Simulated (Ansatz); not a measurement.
Calculated with Ansatz (gas phase, PBE0-D4/def2-TZVP geometries, no zero-point term in ΔE). CCSD(T)/CBS is the MP2 limit (def2-TZVPP, def2-QZVPP) plus CCSD(T) − MP2 in def2-TZVPP, frozen cores. This one scheme is used for every species. DFT in def2-TZVPP. B3LYP here is the variant with VWN-RPA as its local correlation; programs differ in this. Each species was taken in one conformer, which may not be the lowest.

Consider the substitution at a C–N bond: `CNCO` + `N=CS` → `N=CSCO` + CH₃NH₂.

```csv
level,ΔE (kcal/mol),difference from CCSD(T)/CBS
PBE-D4,-3.0,-0.9
PBE0-D4,-2.0,0.1
B3LYP-D4,-2.0,0.1
PBE,-2.4,-0.3
r2SCAN,-2.5,-0.4
PBE0,-1.4,0.7
HF/def2-TZVPP,1.9,4.0
MP2/def2-TZVPP,-2.0,0.1
CCSD(T)/def2-TZVPP,-1.2,0.9
CCSD/CBS(def2),-1.2,0.9
CCSD(T)/CBS,-2.1,0
```

Largest T1 diagnostic among the species: 0.014.

In def2-TZVPP, CCSD(T) changes the Hartree–Fock value by −3.1 kcal/mol (the triples alone add −0.9 kcal/mol) and MP2 by −3.9 kcal/mol. The D4 term adds −1.0 kcal/mol with B3LYP and −0.5 kcal/mol with PBE0; it sums over pairs of atoms, weighted by their polarisabilities, and B3LYP, whose exchange is more repulsive, gets the larger term.
